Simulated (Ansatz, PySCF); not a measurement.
Molecule: sum formula HOCl, net charge 0, singlet state. 
Coordinates optimised at B3LYP-D3(BJ)/def2-TZVP (Ansatz, a quantum-chemistry and plane-wave program):
```xyz
3

O      0.0220     1.1044    -0.0012
H     -0.9233     1.3146     0.0160
Cl     0.0439    -0.5970    -0.0004
```

Dipole moments at this geometry, in debye (magnitudes).

| level | program | dipole (D) |
|---|---|---|
| M06-L/def2-TZVPD | PySCF | 1.52 |
| r2SCAN/def2-TZVPD | Ansatz | (withheld) |
| HSE06/def2-TZVPD | Ansatz | 1.54 |
| LC-wPBE/def2-TZVPD | Ansatz | 1.55 |
| CCSD(T)/aug-cc-pV(D+d)Z | Ansatz | (withheld) |

Fill in the missing entries.


- r2SCAN/def2-TZVPD, dipole (D): 1.54
- CCSD(T)/aug-cc-pV(D+d)Z, dipole (D): 1.52

Measured: 1.30 D (NIST CCCBDB, as tabulated in the package chemicals), a vibrational average. This is an older compilation, not checked against later work.
